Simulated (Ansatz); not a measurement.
Band gap of trigonal Se at several levels of theory

No measured value is used here.

```
level (code)                       value (eV)  cell (Å³/atom)
---------------------  ----------------------  --------------
LDA (Ansatz)                              ___           27.26
PBE (Ansatz)                  1.02 (indirect)           27.26
PBEsol (Ansatz)               0.97 (indirect)           27.26
RPBE (Ansatz)                 1.07 (indirect)           27.26
PBE-D3(BJ) (Ansatz)                      0.52           24.49
r²SCAN (Ansatz)               1.27 (indirect)           27.26
r²SCAN-D4 (Ansatz)                        ___           27.48
HSE06 (Ansatz)                1.78 (indirect)           27.26
HSE06+SOC (Ansatz)            1.75 (indirect)           27.26
G0W0@PBE (Ansatz)      1.69 ± 0.08 (indirect)           27.26
G0W0@PBE+SOC (Ansatz)                     ___           27.26
```

Fill in the missing entries.


- LDA (Ansatz, a first-principles code), value (eV): 0.92 (indirect)
- r²SCAN-D4 (Ansatz), value (eV): 1.16
- G0W0@PBE+SOC (Ansatz), value (eV): 1.67 ± 0.08

Computed values are for a static lattice. Spin–orbit coupling is included only where a level's name says +SOC; with heavier elements it mostly lowers gaps and can invert bands.  A ± on a computed value is a rough bar: the spread of its extrapolation, a floor set from checks against published values, or a statistical error. PBE-D3(BJ), r²SCAN-D4: the gap is read on the k mesh or supercell of the run alone and can be too large. Values are at the measured cell; PBE-D3(BJ) at the level's own relaxed cell; r²SCAN-D4 at the level's own relaxed cell. Cutoffs and k meshes differ between the levels. Ansatz's density-functional and Hartree–Fock values are scalar-relativistic unless marked +SOC, with PAW data made under PBE.
